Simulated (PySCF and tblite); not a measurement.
Values are calculated unless marked as measured or tabulated.
## Conformer ensemble of C6H14, numbered as in [CH3:1][CH2:2][CH2:3][CH2:4][CH2:5][CH3:6]

Search: ETKDG, MMFF94s, GFN2-xTB, 150 starts; geometries at GFN2-xTB. Energies: PBE0-D3(BJ)/pcSseg-1 (IEF-PCM, chloroform), with GFN2-xTB thermal terms (plain harmonic). Symmetry numbers and mirror images are counted. Conformers within 4 kcal/mol (GFN2-xTB free energy) were kept, 10 at most. GIAO shieldings: PBE0/pcSseg-1 (IEF-PCM, chloroform). Shifts are against TMS (¹H), TMS (¹³C) at the same level. Programs: PySCF with density fitting and tblite.

Torsions listed: C1–C2–C3–C4, C2–C3–C4–C5, C3–C4–C5–C6. Of a mirror pair one member is shown.

```json
{"conformer": "1", "shape": "-67°, -175°, -179°", "symmetry": "C1 (pair)", "E(GFN2) kcal/mol": "0.57", "E(DFT) kcal/mol": "0.46", "G(298.15 K) kcal/mol": "0.00", "weight %": "31.8", "dipole D": "0.06"}
{"conformer": "2", "shape": "180°, 180°, 180°", "symmetry": "C2h", "E(GFN2) kcal/mol": "0.00", "E(DFT) kcal/mol": "0.00", "G(298.15 K) kcal/mol": "0.32", "weight %": "18.5", "dipole D": "0.00"}
{"conformer": "3", "shape": "62°, 63°, 174°", "symmetry": "C1 (pair)", "E(GFN2) kcal/mol": "1.13", "E(DFT) kcal/mol": "0.66", "G(298.15 K) kcal/mol": "0.40", "weight %": "16.4", "dipole D": "0.08"}
{"conformer": "4", "shape": "175°, 67°, 175°", "symmetry": "C2 (pair)", "E(GFN2) kcal/mol": "0.55", "E(DFT) kcal/mol": "0.46", "G(298.15 K) kcal/mol": "0.42", "weight %": "15.8", "dipole D": "0.05"}
{"conformer": "5", "shape": "-69°, 180°, 69°", "symmetry": "Ci", "E(GFN2) kcal/mol": "1.23", "E(DFT) kcal/mol": "1.05", "G(298.15 K) kcal/mol": "0.87", "weight %": "7.4", "dipole D": "0.00"}
{"conformer": "6", "shape": "-66°, -170°, -66°", "symmetry": "C2 (pair)", "E(GFN2) kcal/mol": "1.08", "E(DFT) kcal/mol": "0.97", "G(298.15 K) kcal/mol": "1.04", "weight %": "5.5", "dipole D": "0.06"}
{"conformer": "7", "shape": "-62°, -59°, -62°", "symmetry": "C2 (pair)", "E(GFN2) kcal/mol": "1.69", "E(DFT) kcal/mol": "0.84", "G(298.15 K) kcal/mol": "1.32", "weight %": "3.4", "dipole D": "0.04"}
{"conformer": "8", "shape": "65°, -99°, 180°", "symmetry": "C1 (pair)", "E(GFN2) kcal/mol": "2.33", "E(DFT) kcal/mol": "2.49", "G(298.15 K) kcal/mol": "2.38", "weight %": "0.6", "dipole D": "0.09"}
{"conformer": "9", "shape": "174°, 65°, -99°", "symmetry": "C1 (pair)", "E(GFN2) kcal/mol": "2.37", "E(DFT) kcal/mol": "2.59", "G(298.15 K) kcal/mol": "2.50", "weight %": "0.5", "dipole D": "0.06"}
{"conformer": "10", "shape": "-65°, 101°, 75°", "symmetry": "C1 (pair)", "E(GFN2) kcal/mol": "2.83", "E(DFT) kcal/mol": "3.09", "G(298.15 K) kcal/mol": "3.15", "weight %": "0.2", "dipole D": "0.06"}
```

Weights (%) against temperature:

| T (K) | 1 | 2 | 3 | 4 | 5 | 6 | 7 | 8 | 9 | 10 | S(mix) cal/mol/K |
| --- | --- | --- | --- | --- | --- | --- | --- | --- | --- | --- | --- |
| 220 | 32.2 | 25.4 | 14.2 | 16.1 | 5.2 | 4.0 | 2.6 | 0.2 | 0.1 | 0.0 | 4.30 |
| 250 | 32.2 | 22.1 | 15.3 | 16.0 | 6.1 | 4.7 | 3.0 | 0.3 | 0.2 | 0.1 | 4.43 |
| 298.15 | 31.8 | 18.5 | 16.4 | 15.8 | 7.4 | 5.5 | 3.4 | 0.6 | 0.5 | 0.2 | 4.59 |
| 600 | 28.0 | 10.7 | 17.6 | 13.8 | 10.8 | 7.6 | 4.5 | 3.0 | 2.7 | 1.4 | 5.08 |
| 800 | 26.3 | 9.0 | 17.3 | 12.9 | 11.5 | 8.0 | 4.6 | 4.3 | 3.9 | 2.2 | 5.22 |

Averaged shifts at 298.15 K. ¹H: 1.36 (H2/H5, 4H), 1.30 (H3/H4, 4H), 1.01 (H1/H6, 6H) ppm. ¹³C: 35.8 (C3/C4), 27.1 (C2/C5), 16.5 (C1/C6) ppm.

Coordinates of conformer 1 (Å):

```xyz
20

C     2.657    0.499   -0.121
C     1.961   -0.828    0.158
C     0.546   -0.900   -0.418
C    -0.431    0.065    0.251
C    -1.856   -0.118   -0.265
C    -2.826    0.855    0.394
H     2.159    1.317    0.392
H     2.659    0.711   -1.188
H     3.689    0.464    0.222
H     2.554   -1.635   -0.278
H     1.919   -0.995    1.237
H     0.584   -0.691   -1.490
H     0.171   -1.919   -0.295
H    -0.119    1.094    0.066
H    -0.416   -0.100    1.331
H    -2.183   -1.142   -0.072
H    -1.869    0.034   -1.347
H    -3.835    0.709    0.014
H    -2.840    0.708    1.472
H    -2.530    1.883    0.194
```

Coordinates of conformer 2 (Å):

```xyz
20

C     3.171   -0.155   -0.316
C     1.872    0.529    0.092
C     0.652   -0.340   -0.203
C    -0.653    0.341    0.202
C    -1.873   -0.528   -0.092
C    -3.171    0.157    0.316
H     3.293   -1.094    0.221
H     4.025    0.480   -0.095
H     3.170   -0.370   -1.383
H     1.902    0.756    1.161
H     1.778    1.476   -0.444
H     0.624   -0.570   -1.271
H     0.747   -1.287    0.335
H    -0.747    1.288   -0.336
H    -0.624    0.571    1.270
H    -1.778   -1.475    0.445
H    -1.904   -0.756   -1.160
H    -4.026   -0.478    0.095
H    -3.170    0.371    1.383
H    -3.293    1.095   -0.221
```

Shifts are unscaled: against experiment ¹³C can be off by 15 ppm or more and ¹H by 0.8 ppm. For its torsions the set is small; conformers may be missing.

Search and properties took 4.2 min on 1 thread of Arm Neoverse V1, shared host (rough), launched as `OMP_NUM_THREADS=1 python ens_run.py task.json out`.
